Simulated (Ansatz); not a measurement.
## Ansatz (development build ahead of 0.2.0) run

```yaml
crystal:
  periodic: [false, false, false]
  atoms:
    - { symbol: "N", position_ang: [-0.50408, 0.09854, -0.20427] }
    - { symbol: "N", position_ang: [0.53006, -0.11166, 0.22161] }
    - { symbol: H, position_ang: [-1.29663, 0.60626, 0.22014] }
    - { symbol: H, position_ang: [1.28774, -0.63001, -0.25283] }
basis:
  gaussian: { orbitals: def2-SVP }
total_charge: 1
magnetization:
  spin_polarized: true
  initial_magnetization: 1
hamiltonian:
  xc: hf
correlation:
  method: mp2
  frozen_orbitals: { H: 0, "N": 1 }
output:
  forces: true
```

The input is written out in the form of the current development build from the run's settings.

The run gave:

* Converged: yes
* Reference energy: -109.59157 hartree
* Correlation energy: -0.30994 hartree
* Total energy: -109.90151 hartree
* Spin squared of the determinant: 0.777
* Stability test: minimum

Forces (eV/Å):
| atom | Fx | Fy | Fz |
| --- | --- | --- | --- |
| N1 | 2.250 | -1.005 | -0.257 |
| N2 | -3.613 | 0.732 | -1.484 |
| H3 | 0.174 | 0.490 | 1.202 |
| H4 | 1.189 | -0.216 | 0.539 |

Caution: MP2 forces lie far from those of the mean fields.
